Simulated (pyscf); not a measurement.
Elementary routes open to F–Si•(F)–F + ammonia (NH₃) in the gas phase (doublet surface):
A. hydrogen fluoride (HF) + H₂N–Si•(F)–F (F–Si, H–N broken; F–H, N–Si formed)
B. F–SiH(F)–F + amino radical (NH₂•) (H–N broken; H–Si formed)
C. H₂N–Si(F)(F)–F + H atom (H•) (H–N broken; N–Si formed)

Structures and frequencies: ωB97X-D3(BJ)/def2-SVP in PySCF.

### Question
Rank the routes by free-energy barrier at 900 K, lowest first, for ωB97M-D3(BJ)/def2-TZVP energies (ideal gas, 1 atm, RRHO with modes under 100 cm⁻¹ raised to 100, one conformer, R ln 2 for chiral ones without a mode under 150 cm⁻¹).

### Answer
B (1.66 eV), C (1.71 eV), A (2.15 eV)

Route B is the fastest of these, ahead of the next by 0.05 eV. The most stable products are those of C (ΔG = -0.40 eV), whose barrier is 0.05 eV higher: the kinetic and the thermodynamic product differ. At 298 K C takes the lead. A: On the reactant side the descent ends in an adduct with a N–Si contact, 0.34 eV under the separated species and 1.21 eV under the saddle at ωB97X-D3(BJ)/def2-TZVP. On the product side the descent ends in a complex, 0.23 eV under the separated species and 0.38 eV under the saddle at ωB97X-D3(BJ)/def2-TZVP. B: On the reactant side the descent ends in an adduct with a N–Si contact (not fully relaxed), 0.60 eV under the separated species and 1.25 eV under the saddle at ωB97X-D3(BJ)/def2-TZVP. On the product side the descent ends in a complex, 0.19 eV under the separated species and 0.47 eV under the saddle at ωB97X-D3(BJ)/def2-TZVP. C: On the reactant side the descent ends in an adduct with a N–Si contact, 0.61 eV under the separated species and 1.24 eV under the saddle at ωB97X-D3(BJ)/def2-TZVP. Only these routes are compared; each barrier is that of the saddle found, and lower ones may exist.
